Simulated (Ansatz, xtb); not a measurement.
Isomers of C2H4FN in order of energy

9 gas-phase structures of C2H4FN, found in a search over its isomers (lower ones may exist). Each was relaxed with GFN2-xTB; where two conformers were screened, the lower at r2SCAN-D4/def2-SVP is listed:

A. `[H]/N=C(/C)F`, a singlet
B. `C=NCF`, a singlet
C. `N/C=C\F`, a singlet
D. `F[C@@H]1CN1`, a singlet
E. `C/N=C\F`, a singlet
F. `N/C=C/F`, a singlet
G. `C/N=C/F`, a singlet
H. `[H]/N=C\CF`, a singlet
I. `C=C(N)F`, a singlet

Make a reasoned guess at their ranking by r2SCAN-D4/def2-SVP single-point energy.

Calculated order at r2SCAN-D4/def2-SVP: A (0.0), I (39.4), E (48.8), G (50.9), C (68.3), H (76.7), B (77.8), F (81.5), D (116.5) kJ/mol. Less than 1 kcal/mol parts E and G; H and B; B and F, so the order within those pairs means little.

Energies above the lowest of each column, in kJ/mol; the last columns are at B3LYP-D3(BJ)/6-311G** geometries and were run for some of them only (a dash: not run or not comparable):

| structure | GFN2-xTB | HF/STO-3G | r2SCAN-D4/def2-SVP | B3LYP-D3(BJ)/6-311G** | CCSD(T)/def2-TZVP |
| --- | --- | --- | --- | --- | --- |
| A | 0.0 | 0.0 | 0.0 | 0.0 | 0.0 |
| I | 39.4 | 56.3 | 39.4 | 49.4 | 55.0 |
| E | 16.6 | 21.7 | 48.8 | 50.9 | 52.1 |
| G | 25.5 | 21.3 | 50.9 | 57.2 | – |
| C | 57.3 | 78.4 | 68.3 | 74.0 | – |
| H | 66.1 | 56.2 | 76.7 | 72.6 | – |
| B | 45.6 | 62.5 | 77.8 | – | – |
| F | 57.3 | 80.0 | 81.5 | – | – |
| D | 61.7 | 71.5 | 116.5 | – | – |

Every level run on A puts it lowest or level with the lowest. CCSD(T)/def2-TZVP orders those it was run on as A (0.0), E (52.1), I (55.0) kJ/mol. Less than 1 kcal/mol parts E and I, so the order within that pair means little. Some further structures that were screened fall inside this span and aren't listed. Flexible structures stand in one conformer each, not always the lowest. Frequencies (B3LYP-D3(BJ)/6-311G**) were run for A, E, I alone.

Over these structures GFN2-xTB departs from r2SCAN-D4/def2-SVP by 14.0 kJ/mol on average once a common shift is removed. A GFN2-xTB relaxation took about 0.054 s and the r2SCAN-D4/def2-SVP energy about 1 s on a shared host (Ansatz 0.2.0, xtb 6.7.1 (Pople sets with spherical d functions)).
